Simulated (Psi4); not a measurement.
# doublet C3H5F+: levels of theory compared

Wanted: a comparison of 4 runs (UBHLYP/def2-SVP, UCAM-B3LYP/def2-SVP, UM06-2X/def2-SVP, UM06-L/def2-SVP) of doublet C3H5F+. 

The calculation is run with Psi4 1.11.

2 further runs of the same task are left out: 2 set aside as unsound or not needed.

## (1) The structure to begin with

C3H5F+: 9 atoms, total charge +1, spin state doublet. SMILES of the parent species: `C=CCF`. The coordinates come from a PBE0-D4/def2-TZVP relaxation. That shape belongs to the parent species and isn't relaxed for this state.

Bond lengths: C1–C2 1.324 Å, C2–C3 1.486 Å, C3–F4 1.387 Å, C1–H5 1.084 Å, C1–H6 1.086 Å, C2–H7 1.087 Å, C3–H8 1.096 Å, C3–H9 1.094 Å. Some angles: C1–C2–C3 123.6°, C2–C3–F4 110.3°, C1–C2–H7 120.6°, C3–C2–H7 115.9°, C2–C1–H5 121.7°, C2–C1–H6 121.3°, C2–C3–H8 111.1°, C2–C3–H9 111.2°, F4–C3–H8 106.9°, F4–C3–H9 108.2°.

## (2) Energy and forces at UBHLYP/def2-SVP (run 1)

input.in

```
memory 1600 mb

molecule geom {
  1 2
  C     -0.578000     1.122500    -0.608000
  C      0.352500     0.215400    -0.353400
  C      0.200500    -0.852800     0.668500
  F      0.430500    -2.098200     0.102300
  H     -0.422500     1.909200    -1.336700
  H     -1.531700     1.114000    -0.089100
  H      1.299800     0.230700    -0.886500
  H      0.929800    -0.730800     1.477200
  H     -0.806800    -0.852300     1.094700
  symmetry c1
  no_reorient
  no_com
}

set reference uks
set puream true
set e_convergence 1e-09
set d_convergence 1e-08
set scf_type pk
set dft_radial_points 99
set dft_spherical_points 590
set maxiter 200

energy_value, wavefunction = gradient("bhhlyp/def2-SVP", return_wfn=True)
oeprop(wavefunction, "QUADRUPOLE", "LOWDIN_CHARGES", "MULLIKEN_CHARGES")
print_variables()
```

The run is started by

```sh
psi4 -n 1 input.in input.out
```

input.out:

```text
[...]
  Running in c1 symmetry.
[...]
  Nuclear repulsion =  114.580608246719862
[...]
  Multiplicity = 2
[...]
  Nalpha       = 16
  Nbeta        = 15
[...]
    Number of basis functions: 81
[...]
   @UKS iter   1:  -216.39734855606102   -1.68750e-01   3.85206e-03 DIIS/ADIIS
[...]
   @UKS iter  17:  -216.47800323365718   -6.93490e-12   9.90123e-09 DIIS
[...]
   @S^2 Observed:                7.524310608E-01
[...]
  @UKS Final Energy:  -216.47800323365718
   => Energetics <=
    Nuclear Repulsion Energy =            114.5806082467198621
    One-Electron Energy =                -514.5059553849253007
    Two-Electron Energy =                 198.0728669882850852
    DFT Exchange-Correlation Energy =     -14.6255230837368284
    Empirical Dispersion Energy =           0.0000000000000000
    VV10 Nonlocal Energy =                  0.0000000000000000
    Total Energy =                       -216.4780032336571765
[...]
  -Total Gradient:
     Atom            X                  Y                   Z
    ------   -----------------  -----------------  -----------------
       1        0.063537262384    -0.065998329418     0.015543695748
       2       -0.070965519673     0.071576857341    -0.025426833158
       3        0.008079889729     0.033775942051     0.010983971230
       4        0.000211239433    -0.031206819634    -0.005575868770
       5       -0.000412925308    -0.002786971554     0.003123715060
       6        0.003205816188    -0.000135703057    -0.000780486378
       7       -0.000743262888     0.002581872807     0.006187577062
       8       -0.002749719511    -0.008231394005    -0.002581944318
       9       -0.000162797666     0.000424086085    -0.001470119267
[...]
 Multipole Moments:
 ------------------------------------------------------------------------------------
     Multipole            Electronic (a.u.)      Nuclear  (a.u.)        Total (a.u.)
 ------------------------------------------------------------------------------------
 L = 1.  Multiply by 2.5417464519 to convert [e a0] to [Debye]
 Dipole X            :         -6.2747036            6.0340845           -0.2406191
 Dipole Y            :         28.5260958          -27.0276189            1.4984769
 Dipole Z            :          0.8192905           -1.0905609           -0.2712704
 Magnitude           :                                                    1.5417257
 L = 2.  Multiply by 1.3450342976 to convert [e a0^2] to [Debye ang]
 Quadrupole XX       :        -49.8974089           37.0989380          -12.7984709
 Quadrupole XY       :         51.8076515          -52.8431976           -1.0355462
[...]
  Mulliken Charges: (a.u.)
   Center  Symbol    Alpha    Beta     Spin     Total
       1     C     3.19594  2.63156  0.56439  0.17250
       2     C     3.22232  2.75236  0.46996  0.02532
       3     C     2.81021  2.85465 -0.04445  0.33514
       4     F     4.64414  4.61804  0.02610 -0.26218
       5     H     0.40094  0.42646 -0.02552  0.17260
       6     H     0.40647  0.42972 -0.02325  0.16382
       7     H     0.40850  0.42596 -0.01746  0.16553
       8     H     0.45279  0.41250  0.04029  0.13471
       9     H     0.45869  0.44874  0.00995  0.09256
   Total alpha = 16.00000, Total beta = 15.00000, Total charge =  1.00000
[...]
```

It took 32 s on 1 thread of AMD EPYC 9R14 (Zen 4), shared host; peak memory 0.83 GiB.

## (3) A single-point energy at UCAM-B3LYP/def2-SVP (run 2)

input.dat

```
memory 1.6 GB

molecule geom {
  1 2
  C     -0.578000     1.122500    -0.608000
  C      0.352500     0.215400    -0.353400
  C      0.200500    -0.852800     0.668500
  F      0.430500    -2.098200     0.102300
  H     -0.422500     1.909200    -1.336700
  H     -1.531700     1.114000    -0.089100
  H      1.299800     0.230700    -0.886500
  H      0.929800    -0.730800     1.477200
  H     -0.806800    -0.852300     1.094700
  symmetry c1
  no_reorient
  no_com
}

set {
  basis def2-SVP
  reference uks
  puream true
  e_convergence 1e-09
  d_convergence 1e-08
  scf_type pk
  dft_radial_points 99
  dft_spherical_points 590
  maxiter 200
}

energy("cam-b3lyp")
print_variables()
```

The run is started by

```sh
psi4 -n 1 input.dat output.dat
```

output.dat:

```text
[...]
  Running in c1 symmetry.
[...]
  Nuclear repulsion =  114.580608246719862
[...]
  Multiplicity = 2
[...]
  Nalpha       = 16
  Nbeta        = 15
[...]
    Number of basis functions: 81
[...]
   @UKS iter   1:  -216.37822154949185   -1.22486e-01   4.74047e-03 ADIIS/DIIS
[...]
   @UKS iter  18:  -216.48836536464682   -1.68541e-11   8.16040e-09 DIIS
[...]
   @S^2 Observed:                7.526128811E-01
[...]
    Orbital Energies [Eh]
    ---------------------
    Alpha Occupied:
       1A    -24.955534     2A    -10.598179     3A    -10.597390
       4A    -10.572175     5A     -1.462049     6A     -1.191667
       7A     -1.026763     8A     -0.918570     9A     -0.843528
      10A     -0.810282    11A     -0.788278    12A     -0.758153
      13A     -0.720254    14A     -0.677226    15A     -0.639484
      16A     -0.624332
    Alpha Virtual:
      17A     -0.260346    18A     -0.091835    19A     -0.084200
      20A     -0.057072    21A     -0.023775    22A     -0.020092
      23A     -0.002309    24A      0.075702    25A      0.145397
[...]
  @UKS Final Energy:  -216.48836536464682
   => Energetics <=
    Nuclear Repulsion Energy =            114.5806082467198621
    One-Electron Energy =                -514.5054918110072322
    Two-Electron Energy =                 204.0027235913623258
    DFT Exchange-Correlation Energy =     -20.5662053917217911
    Empirical Dispersion Energy =           0.0000000000000000
    VV10 Nonlocal Energy =                  0.0000000000000000
    Total Energy =                       -216.4883653646468247
[...]
 Multipole Moments:
 ------------------------------------------------------------------------------------
     Multipole            Electronic (a.u.)      Nuclear  (a.u.)        Total (a.u.)
 ------------------------------------------------------------------------------------
 L = 1.  Multiply by 2.5417464519 to convert [e a0] to [Debye]
 Dipole X            :         -6.2475160            6.0340845           -0.2134315
 Dipole Y            :         28.3571711          -27.0276189            1.3295522
 Dipole Z            :          0.8854063           -1.0905609           -0.2051546
 Magnitude           :                                                    1.3621125
[...]
```

Wall time 36 s (1 thread of AMD EPYC 9R14 (Zen 4), shared host); peak memory 0.87 GiB.

Run 3 isn't shown in full; the table further down has it.

## (4) The energy at UM06-L/def2-SVP (run 4)

c3h5f.xyz

```xyz
9
C3H5F
C     -0.578000     1.122500    -0.608000
C      0.352500     0.215400    -0.353400
C      0.200500    -0.852800     0.668500
F      0.430500    -2.098200     0.102300
H     -0.422500     1.909200    -1.336700
H     -1.531700     1.114000    -0.089100
H      1.299800     0.230700    -0.886500
H      0.929800    -0.730800     1.477200
H     -0.806800    -0.852300     1.094700
```

calc.py

```python
import psi4

psi4.set_memory('1600 MB')
psi4.set_num_threads(1)
psi4.set_output_file('output.dat', False)

with open('c3h5f.xyz') as f:
    atoms = ''.join(f.readlines()[2:])
m = psi4.geometry('1 2\n' + atoms + 'symmetry c1\nno_reorient\nno_com')

psi4.set_options({
    'reference': 'uks',
    'puream': True,
    'e_convergence': 1e-09,
    'd_convergence': 1e-08,
    'scf_type': 'pk',
    'dft_radial_points': 99,
    'dft_spherical_points': 590,
    'maxiter': 200,
})

energy_value = psi4.energy("m06-l/def2-SVP")
print(f'total energy {energy_value:.8f} hartree = {energy_value * 27.211386:.5f} eV')
```

The run is started by

```sh
python calc.py
```

output.dat:

```text
[...]
  Running in c1 symmetry.
[...]
  Nuclear repulsion =  114.580608246719862
[...]
  Multiplicity = 2
[...]
  Nalpha       = 16
  Nbeta        = 15
[...]
    Number of basis functions: 81
[...]
   @UKS iter   1:  -216.23099814227925    1.65578e-01   8.61505e-03 ADIIS/DIIS
[...]
   @UKS iter  15:  -216.55650384591067   -9.40759e-12   7.72241e-09 DIIS
[...]
   @S^2 Observed:                7.531821935E-01
[...]
    Orbital Energies [Eh]
    ---------------------
    Alpha Occupied:
       1A    -24.726735     2A    -10.382978     3A    -10.382289
       4A    -10.379480     5A     -1.385087     6A     -1.060014
       7A     -0.914920     8A     -0.801328     9A     -0.729740
      10A     -0.699621    11A     -0.694158    12A     -0.659115
      13A     -0.613003    14A     -0.576824    15A     -0.546865
      16A     -0.536862
    Alpha Virtual:
      17A     -0.329566    18A     -0.147213    19A     -0.129986
      20A     -0.121629    21A     -0.088984    22A     -0.075836
      23A     -0.071896    24A      0.021276    25A      0.085751
[...]
  @UKS Final Energy:  -216.55650384591067
   => Energetics <=
    Nuclear Repulsion Energy =            114.5806082467198621
    One-Electron Energy =                -514.4016579792571520
    Two-Electron Energy =                 211.4933912467767527
    DFT Exchange-Correlation Energy =     -28.2288453601501317
    Empirical Dispersion Energy =           0.0000000000000000
    VV10 Nonlocal Energy =                  0.0000000000000000
    Total Energy =                       -216.5565038459106688
[...]
 Multipole Moments:
 ------------------------------------------------------------------------------------
     Multipole            Electronic (a.u.)      Nuclear  (a.u.)        Total (a.u.)
 ------------------------------------------------------------------------------------
 L = 1.  Multiply by 2.5417464519 to convert [e a0] to [Debye]
 Dipole X            :         -6.2068553            6.0340845           -0.1727708
 Dipole Y            :         28.0517655          -27.0276189            1.0241466
 Dipole Z            :          1.0342023           -1.0905609           -0.0563586
 Magnitude           :                                                    1.0401453
[...]
```

Standard output:

```text
total energy -216.55650385 hartree = -5892.80262 eV
```

Wall time 61 s (1 thread of AMD EPYC 9R14 (Zen 4), shared host); peak memory 0.95 GiB.

## (5) Overview of the runs

```tsv
run	level	task	energy (Eh)	HOMO energy (eV)	LUMO energy (eV)	⟨S²⟩	wall time
1	UBHLYP/def2-SVP	gradient	-216.478003	-17.15	-11.63	0.752	32 s
2	UCAM-B3LYP/def2-SVP	energy	-216.488365	-16.93	-11.68	0.753	36 s
3	UM06-2X/def2-SVP	energy	-216.484051	-17.11	-11.64	0.753	71 s
4	UM06-L/def2-SVP	energy	-216.556504	-14.52	-13.52	0.753	61 s
```

## (6) What came out

| quantity | value |
| --- | --- |
| run 4: total energy | -216.55650 Eh |
| run 4: HOMO energy (highest over α and β) | -14.52 eV |
| run 4: LUMO energy (lowest over α and β) | -13.52 eV |
| run 4: ⟨S²⟩ | 0.753 |

**Reading.** Totals of different functionals can't be ranked against each other. All runs together took 3.3 min, the longest 71 s.
